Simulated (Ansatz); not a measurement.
The same path of BFH2 + ClH (6 atoms, charge 0, multiplicity 1) was run twice with different band settings. Lost on the way: B1–F2, Cl5–H6. Made: B1–Cl5, F2–H6.

Theory: RKS B3LYP-D4/def2-SVP (Ansatz 0.2.0).

Relaxed end points:

```xyz
6
Properties=species:S:1:pos:R:3
B -0.007 0.299 -0.051
F -0.010 0.590 1.245
H 1.060 0.249 -0.610
H -1.073 0.179 -0.599
Cl 0.093 -2.590 0.887
H 0.075 -1.842 1.940
```

```xyz
6
Properties=species:S:1:pos:R:3
B 0.016 -0.423 -0.226
F 0.009 0.123 1.809
H 1.057 0.107 -0.491
H -1.060 0.038 -0.480
Cl 0.076 -2.184 0.126
H 0.040 -0.775 2.073
```

Common settings: movable images 5; spring 5.0 eV/Å²; start path through a guess of the saddle point; force threshold 0.05 eV/Å; iteration limit 60; end points relaxed.

| run | climbing image | optimiser |
| --- | --- | --- |
| 1 | yes | quadratic models (default) |
| 2 | from the first iteration | fire |

Problem. What does each run give, and how far can it be trusted?

Solution. Run 1: converged after 9 iterations, highest image 0.920 eV above the first end. A vibrational analysis at the climbing image gives one clearly imaginary mode, 886i cm⁻¹: a first-order saddle point.
Run 2: converged after 34 iterations, highest image 0.920 eV above the first end. Another band between the same ends (5 images) ends at a top of the same energy, where a vibrational analysis finds 1 clearly imaginary mode.
The orbitals stay closed-shell, which can raise the energy where a bond breaks towards radicals; this wasn't checked here.
